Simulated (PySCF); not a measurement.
**Nitrogen: a sound run and one with changed settings**

Sound run: N [He] 2s2 2p3, N+ [He] 2s2 2p2. Computed with PySCF 2.14 in cc-pVDZ, with the non-relativistic Hamiltonian (point nucleus). The sound run starts from symmetry-adapted Hartree-Fock orbitals and uses a fine grid where one is needed.

Changed run: radial step 0.5 in ln r (0.13 in the sound run). This setting is unsound on purpose.

```
species  method  sound run (hartree)  changed run (hartree)  converged
      N     UHF            -54.39111              -54.39111        yes
      N    TPSS            -54.59919              -54.60438        yes
      N   B3LYP            -54.58914              -54.59065        yes
     N+     UHF            -53.88047              -53.88047        yes
     N+    TPSS            -54.06369              -54.06756        yes
     N+   B3LYP            -54.05362              -54.05396        yes
```

Ionisation energy of N:

```
method  sound run (eV)  changed run (eV)
   UHF          13.895            13.895
  TPSS          14.572            14.608
 B3LYP          14.572            14.604
```

A coarse radial grid mis-integrates the density and the exchange-correlation energy, with errors of either sign; Hartree-Fock needs no grid.

For comparison, NIST gives 14.534 eV between the lowest levels.
